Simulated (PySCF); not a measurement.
Gas-phase reaction: BCl2NH2 + 2 BH2 = 2 BH2Cl + HBNH

Method: PySCF energies plus ideal-gas RRHO corrections (1 bar). S°(298 K) at PBE0/def2-TZVP differs from the NASA 1993 table for BH2 (+14 J/mol/K); whether the harmonic model or the table's entry is off was not settled. † marks an energy on the PBE0/def2-TZVP geometry and frequencies. CCSD(T) freezes the core. Open shells (unrestricted): BH2 (multiplicity 2); the rest are closed-shell singlets. BCl2NH2, BH2Cl, HBNH: computed as isolated molecules; such fragments, hydroxides, amides, oligomers or adducts are transient or little studied in the gas. CCSD(T) isn't extrapolated to the basis-set limit; its ΔH°(298 K) is -345.0 kJ in def2-SVP and -339.3 kJ in def2-TZVPP. The harmonic model lacks anharmonicity and excited electronic states, which grow with temperature; levels with a mode under 35 cm⁻¹ are left out. Internal rotation in BCl2NH2 is treated as a harmonic vibration of one conformer, which makes the entropy rough.

| level | ΔE electronic, kJ | ΔH°(298 K), kJ | ΔS°(298 K), J/K | ΔG°(600 K), kJ |
|---|---|---|---|---|
| CCSD(T)/def2-SVP† | -354 | -345 | -4 | -342 |
| CCSD(T)/def2-TZVPP† | -348 | -339 | -4 | -336 |
| HF/def2-TZVP† | -241 | -233 | -4 | -230 |
| PBE0/def2-SVP† | -326 | -317 | -4 | -314 |
| r2SCAN/def2-TZVP† | -318 | -310 | -4 | -307 |
| LDA/def2-TZVP† | -372 | -364 | -4 | -360 |
| ωB97M-V/def2-TZVP† | -361 | -353 | -4 | -349 |
| ωB97X-V/def2-TZVP† | -347 | -339 | -4 | -335 |
ΔH° is lowest at LDA/def2-TZVP† and highest at HF/def2-TZVP†. No reference value is set beside these.
